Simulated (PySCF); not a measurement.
# Nitrogen: a sound run and one with changed settings

Sound run: N [He] 2s2 2p3, N⁺ [He] 2s2 2p2. All numbers are calculated (PySCF 2.14, no relativity, point nucleus, in def2-TZVP (5s3p2d1f, 31 functions)). The sound run starts from symmetry-adapted Hartree-Fock orbitals and uses a fine grid where one is needed.

Changed run: 26 angular points. This setting is unsound on purpose.

| species | method | sound run (hartree) | changed run (hartree) | converged |
| --- | --- | --- | --- | --- |
| N | UHF | -54.40275 | -54.40275 | yes |
| N | TPSS | -54.61293 | -54.61293 | yes |
| N | PBE0 | -54.54382 | -54.54382 | yes |
| N⁺ | UHF | -53.89200 | -53.89200 | yes |
| N⁺ | TPSS | -54.07434 | -54.07445 | yes |
| N⁺ | PBE0 | -54.00379 | -54.00354 | yes |

Ionisation energy of N:

| method | sound run (eV) | changed run (eV) |
| --- | --- | --- |
| UHF | 13.898 | 13.898 |
| TPSS | 14.656 | 14.653 |
| PBE0 | 14.695 | 14.702 |

A coarse angular grid integrates products of high-l functions wrongly, so density functionals can shift, and the SCF can exploit the error; Hartree-Fock and MP2 need no grid.

For comparison, NIST gives 14.534 eV between the lowest levels.
